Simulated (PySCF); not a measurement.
## Shifts of the heteroatoms

Bonds (- single, = double, # triple, : aromatic): N1#C2 1.147 Å, C2-C3 1.475 Å, C3-F4 1.345 Å, C3-F5 1.345 Å. C3 carries H6.

All values are calculated (PySCF): structure optimised with PBE0-D3(BJ)/def2-TZVP, B97-2/pcSseg-2 with gauge-including orbitals. One averaged value for each set of equivalent atoms, in vacuum, one conformer, non-relativistic.

Task: What are the ¹⁹F shifts?

Result: 
```
atoms              environment  σ (ppm)  δ (ppm)
F4/F5  fluorine of a CF2 group    304.4   -116.0
```

Shieldings were converted by a linear fit to measured shifts: ¹⁹F: δ = 163.32 − 0.949σ +9.6 on sp3 carbon (rms 4.2 ppm, 161 shifts, 5.7 ppm with the 8 outliers that the fit left out vs CFCl3, solution or neat liquid). A few per cent of atoms miss by over 2 rms, more outside the fitted compound classes.

On a 400 MHz spectrometer ¹⁹F resonates near 376.4 MHz, so 1 ppm is 376.4 Hz.

Task: What are the ¹⁵N shifts?

Result: 
```
atoms       environment  σ (ppm)  δ (ppm)
   N1  nitrile nitrogen    -45.4   -108.0
```

Shieldings were converted by a linear fit to measured shifts: ¹⁵N: δ = -149.73 − 0.920σ (rms 6.4 ppm, 44 shifts vs CH3NO2, solution or neat liquid). Occasional misses reach two or three times the rms, and more in compound classes unlike the fitted ones.

On a 500 MHz spectrometer ¹⁵N resonates near 50.7 MHz, so 1 ppm is 50.7 Hz.
